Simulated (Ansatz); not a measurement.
# Relaxing CsBa3

The calculation used DFT PBE, scalar-relativistic, plane waves, PAW in Ansatz. Cutoff 420 eV, Γ-centred k mesh, Gaussian smearing, no spin polarisation in the final step.

This is the end of a relaxation of cell and atoms.

```
CELL_PARAMETERS angstrom
6.60437 0.00000 0.00000
0.00000 6.60437 0.00000
0.00000 0.00000 6.60437
ATOMIC_POSITIONS crystal
Cs 0.00000 0.00000 0.00000
Ba 0.00000 0.50000 0.50000
Ba 0.50000 0.00000 0.50000
Ba 0.50000 0.50000 0.00000
```

Energies over the elements count from the elements' standard structures at the same level, with no empirical corrections.

Question: What space group does it have?

Answer: Pm-3m (No. 221). Conventional cell: a = 6.604 Å. Cs is coordinated by 12 Ba at 4.67 Å; Ba is coordinated by 4 Cs at 4.67 Å and 8 Ba at 4.67 Å.

Question: How far does it lie from the elements in energy?

Answer: 0.16 eV/atom.

Question: Is it a metal?

Answer: Yes, bands cross the Fermi level on the 8×8×8 mesh.

The final run used a 8×8×8 mesh on its 4-atom cell and 0.10 eV smearing. The k mesh leaves about 4 meV/atom of noise in metals.

Cost: 2 runs of about 0.51 core-minutes in all, on Arm Neoverse V2 (shared hosts).